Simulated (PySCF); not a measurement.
```xyz
4

C      0.0000     0.0000     0.0000
H      1.0721    -0.1386    -0.0018
H     -0.6560    -0.8592     0.0026
H     -0.4160     0.9977    -0.0008
```

Charge 0, multiplicity 2.

Question: Give the Mulliken and meta-Löwdin atomic charges from ωB97X-D3(BJ)/def2-TZVP in PySCF 2.14.0.

Answer: 
```csv
atom,Mulliken (e),meta-Löwdin (e)
C1,-0.40,-0.38
H2,0.13,0.13
H3,0.13,0.13
H4,0.13,0.13
```
